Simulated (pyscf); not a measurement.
`[OH][Al]([OH])[F]` + `[FH]` -> `[OH][Al]([OH])[F]` + `[FH]` (four-centre exchange; singlet surface; H–O, F–H broken, H–O, F–H formed). PySCF, gas phase, ωB97X-D3(BJ)/def2-SVP geometries. MP2 and CC: frozen core, UHF for open shells. ΔMP2 is the change of the MP2 total energy from the triple- to the quadruple-zeta basis. Energies in kcal/mol from the separated reactants.

```tsv
level	barrier	reaction energy
ωB97X-D3(BJ)/def2-TZVP	32.8	0.0
PBE/def2-TZVP	25.0	0.0
PBE0-D3(BJ)/def2-TZVP	29.7	0.0
M06-2X/def2-TZVP	32.0	0.0
MP2/def2-QZVPP	34.1	0.0
CCSD/def2-TZVPP	38.5	0.0
CCSD(T)/def2-TZVPP + ΔMP2(QZVPP)	[?]	0.0
```

Some entries are withheld; supply them.


- CCSD(T)/def2-TZVPP + ΔMP2(QZVPP), barrier: 35.9

Of the functionals in the table, ωB97X-D3(BJ) is closest to CCSD(T)/def2-TZVPP + ΔMP2(QZVPP) in the barrier (3.1 kcal/mol apart) and PBE least close (10.9 kcal/mol); that level has limits of its own. On the reactant side the descent ends in an adduct with a Al–F contact (not fully relaxed), 10.5 kcal/mol under the separated species and 43.3 kcal/mol under the saddle at ωB97X-D3(BJ)/def2-TZVP. On the product side the descent ends in a bound adduct, 8.9 kcal/mol under the separated species and 41.7 kcal/mol under the saddle at ωB97X-D3(BJ)/def2-TZVP. One saddle was located; it need not be the lowest between these sides. The CCSD(T) − MP2 part came from Ansatz, without density fitting, on the same reference.
